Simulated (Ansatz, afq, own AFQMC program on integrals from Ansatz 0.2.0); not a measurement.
Mg$_{2}$, triplet → Mg$_{2}$, singlet

```xyz
2

Mg    0.0000    0.0000    0.0000
Mg    0.0000    0.0000    2.7658
```

E(singlet, charge +0) − E(triplet, charge +0) at this geometry, on UHF and RHF determinants.

Basis cc-pVDZ. Noble-gas cores (and the filled d shells of Ga–Kr and In–Xe) are frozen. Integrals, coupled cluster, full CI and functionals: Ansatz 0.2.0; the random walks run on the same integrals in our own AFQMC program. The CISD trial takes its coefficients from CCSD amplitudes. Released means that phaseless walkers are propagated on without the constraint, phases kept. Error bars are statistical, one sigma. The errors of all members are added in quadrature.

Full CI on the same integrals is exact in this basis and with this determinant's frozen core.

The best estimate is CCSD(T) at the basis-set limit (CBS: def2-TZVPP and def2-QZVPP, with their diffuse functions for anions and beside diffuse sets, CCSD(T) itself extrapolated) plus the step from CCSD(T) to full CI in cc-pVDZ. Rows without CBS are in cc-pVDZ, the functionals in def2-TZVP; B2PLYP and the wave-function rows carry a basis error of their own. Core correlation and relativity beyond core potentials are missing, and ± holds the sampling alone.

Cautions: Mg₂ (triplet): another spin lies lower, the search met a lower determinant of the same kind, perhaps of another symmetry (89 meV lower), and this one is a saddle point, strong correlation (T1 0.058, weight of the determinant 0.88, largest double 0.10), unrestricted determinant spin contaminated (⟨S²⟩ 2.16 against 2.00), the released energies are still falling, so no released level is given (meV from the phaseless value at times in 1/Eh: -4 ± 6 at 0.24, -8 ± 6 at 0.51, -10 ± 4 at 0.99, -10 ± 3 at 1.62, -17 ± 3 at 2.40), its ph-AFQMC/CISD value lies 23 ± 4 meV above full CI; Mg₂ (singlet): restricted determinant unstable towards unrestricted (UHF 133 meV lower, ⟨S²⟩ 0.56), its ph-AFQMC/CISD value lies 20 ± 3 meV above full CI.

Best estimate: -114.6 kJ/mol.

```tsv
level	vertical spin gap (kJ/mol)	error against the best estimate (kJ/mol)
HF	-60.2	54.5
MP2	-115.4	-0.8
CCSD	-125.8	-11.2
CCSD(T)	-125.6	-11.0
CCSDT	-124.0	-9.4
CCSDT(Q)	-124.2	-9.5
ph-AFQMC/CISD	-124.5 ± 0.4	-9.9 ± 0.4
FCI	-124.2	-9.6
HF/CBS	-55.9	58.7
MP2/CBS	-114.0	0.7
CCSD(T)/CBS	-116.0	-1.4
PBE	-113.6	1.1
r2SCAN	-85.0	29.7
PBE0	-107.8	6.8
B3LYP	-134.1	-19.5
wB97M-V	-160.6	-46.0
B2PLYP	-132.2	-17.5
```

Correlation beyond CCSD(T) adds 1.4 kJ/mol. Going to the basis-set limit adds 9.6 kJ/mol at CCSD(T). The perturbative (T) step is worth +0.2 kJ/mol. The functionals spread over 75.7 kJ/mol; PBE comes nearest and wB97M-V is 46.0 kJ/mol too low. Where the cautions show a poor determinant, the low rows tell how each method copes with it, not its usual error.

Best estimates are given only where the step beyond CCSD(T) is under 0.3 eV and no member's determinant is very poor (T1 over 0.05, or 0.07 for open shells, ⟨S²⟩ too high by 0.3, two states mixed), so the hardest cases are missing from such tables.

The functionals ran in a triple-zeta set and keep a basis error of their own, a few kJ/mol for each bond in atomization energies and more for double hybrids, so close places among them and the extrapolated levels can swap.

CCSDT and higher add their correlation energy to the determinant of the CCSD(T) run, since their own runs factorise the integrals more tightly (a shift of under 2 meV). Each member of a difference takes its own highest rung, so a best estimate needn't equal the limit plus the step of one row. A walk keeps the symmetry of its determinant, which the program's search chose and which needn't be the lowest solution, so a lower state of the same spin and another symmetry isn't excluded.
